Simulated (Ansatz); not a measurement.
Reaction (SMILES): P (PH3) → [PH2] (PH2) + H atom
B3LYP-D3(BJ)/def2-TZVP geometries, fixed; electronic energies without zero-point terms.

Basis-set convergence of the bond dissociation energy at HF with Ansatz (a program for electronic structure). Cartesian d functions, on some or all atoms, in 6-31G*; all else is spherical. Open shells are unrestricted. No added dispersion term, no relativity. Functions are those of the species that has most. Reference: the value in aug-pcseg-3, 63.73 kcal/mol, itself unsure by roughly 0.03 kcal/mol (its mean distance from aug-cc-pV(Q+d)Z, cc-pV(5+d)Z, def2-QZVPPD).

```
basis            functions  bond dissociation energy (kcal/mol)
---------------  ---------  -----------------------------------
3-21G                   19                                55.43
6-31G                   19                                    ?
pcseg-0                 19                                53.49
def2-SV(P)              24                                    ?
6-31G*                  25                                62.64
def2-SVPD               48                                63.28
aug-pcseg-1             54                                    ?
def2-TZVPD              70                                    ?
cc-pV(T+d)Z             81                                63.65
aug-pcseg-2            119                                63.70
cc-pV(Q+d)Z            154                                63.71
aug-cc-pV(Q+d)Z        227                                63.69
aug-pcseg-3            236                                63.73
```

Question: Fill in the missing entries.

Answer: 
- 6-31G, bond dissociation energy (kcal/mol): 54.26
- def2-SV(P), bond dissociation energy (kcal/mol): 61.25
- aug-pcseg-1, bond dissociation energy (kcal/mol): 63.57
- def2-TZVPD, bond dissociation energy (kcal/mol): 63.48
